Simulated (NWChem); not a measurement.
## Ionisation of CS

```
C
S 1 1.5389
```
Charge 0, spin multiplicity 1.

The numbers come from NWChem runs, not from measurements. All single points use one geometry, from B3LYP/def2-SVP, a minimum by its harmonic frequencies.

Basis set: def2-TZVP. The species with one electron less has spin multiplicity 2 and keeps the geometry of the parent. Δ marks differences of total energies (open shells unrestricted). −ε marks an orbital energy of the parent. That orbital need not have the symmetry of the hole or added electron in the Δ rows.

B3LYP has NWChem's definition, with VWN1-RPA local correlation. The structure started from a generated list of species. The stability of the SCF solutions was not checked.

Question: One of these methods gave a first vertical ionisation energy of 11.19 eV. Which?
A) −ε(HOMO) of BP86
B) ΔB3LYP
C) G0W0@PBE0
D) −ε(HOMO) of HF

Answer: C, G0W0@PBE0. The others give 11.49 (ΔB3LYP), 7.49 (−ε(HOMO) of BP86), 12.57 (−ε(HOMO) of HF).
